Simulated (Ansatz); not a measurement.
Two structures, one formula

Two relaxed structures of CHAlN, doublet (PBE0-D4/def2-TZVP; forces vanish, vibrations not checked).

A:

```
4
angstrom
C 0.4820 0.6135 -0.6969
N 0.2173 -0.1886 0.2310
Al -1.6410 0.2831 -0.4071
H 0.8920 -0.6725 0.8291
```

B:

C1  (0.295, -0.209, 0.259)
N2  (0.336, 0.581, -0.665)
Al3  (-1.650, 0.355, -0.492)
H4  (1.019, -0.727, 0.898)
(Å)

Computed with Ansatz 0.2.0 (basis: def2-TZVPP); correlated methods freeze the cores; orbitals are unrestricted. B3LYP uses VWN-RPA correlation.

Which structure is lower at CCSD(T), and by how much? (To be estimated.)

By the calculation: B, by 0.675 eV (electronic energy, against the other). By their contacts, A is CHAlN ([C]1[NH][Al]1) and B is CHAlN ([CH]1[N][Al]1).

All methods give the same order:

```
   method  E(B) − E(A) (eV)
   PBE-D4            -0.692
r2SCAN-D4            -0.660
  PBE0-D4            -0.643
 B3LYP-D4            -0.658
  wB97M-V            -0.622
       HF            -0.428
      MP2            -0.809
     CCSD            -0.643
  CCSD(T)            -0.675
```

The T1 diagnostic stays at or below 0.027. ⟨S²⟩ of the unrestricted Hartree–Fock references: 0.77 to 0.80 (a pure state has 0.75).

Labels in which every atom is bracketed show which atoms are joined, not bond orders.

For scale, one of the runs: CCSD(T)/def2-TZVPP, 118 basis functions, launched by `ansatz run in.yaml --threads 2 --pin off --events-out ev --progress --plain --max-ram 4352MiB`. The run took 16 s on 2 CPU threads of an Arm Neoverse V1 (shared host), with 0.96 GiB of host memory at its peak.
